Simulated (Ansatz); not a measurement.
**Which is lower?**

Two relaxed structures of MgBH3O, closed shell (PBE0-D4/def2-TZVP; forces vanish, vibrations not checked).

A:

B1  (-0.879, 0.240, -0.980)
O2  (0.060, -0.518, -0.374)
Mg3  (1.326, 0.458, 2.331)
H4  (-1.369, -0.111, -2.018)
H5  (-1.183, 1.257, -0.430)
H6  (0.277, -1.327, -0.846)
(Å)

B:

```xyz
6
angstrom
B -1.0976 0.6433 -0.7228
O -0.2807 0.3803 0.1158
Mg 0.7514 1.2898 2.8690
H 1.6314 -1.5166 0.3383
H -1.8983 0.9057 -1.5383
H 2.1272 -2.0747 0.3062
```

Program: Ansatz 0.2.0. Basis: def2-TZVPP. Cores are frozen in the correlated methods. The outer core shell of Li, Na, Mg and K is correlated. The def2 sets are not built for correlating such inner shells, so the correlated values are less sure here. B3LYP uses VWN-RPA correlation.

Which structure is lower at CCSD(T), and by how much? (Judge from chemistry; the value comes from the calculation.)

By the calculation: A, by 0.638 eV (electronic energy, against the other). By their contacts, A is a complex of BH₃O ([BH2][OH]) + Mg and B is a complex of BHO ([BH][O]) + H₂ + Mg.

All methods give the same order:

```csv
method,E(B) − E(A) (eV)
PBE-D4,0.638
r2SCAN-D4,0.692
PBE0-D4,0.812
B3LYP-D4,0.621
wB97M-V,0.688
HF,0.833
MP2,0.559
CCSD,0.705
CCSD(T),0.638
```

The T1 diagnostic stays at or below 0.016.

Labels in which every atom is bracketed show which atoms are joined, not bond orders.

For scale, one of the runs: CCSD(T)/def2-TZVPP, 136 basis functions, launched by `ansatz run in.yaml --threads 2 --pin off --events-out ev --progress --plain --max-ram 4352MiB`. The run took 18 s on 2 CPU threads of an Arm Neoverse V1 (shared host), with 0.83 GiB of host memory at its peak.
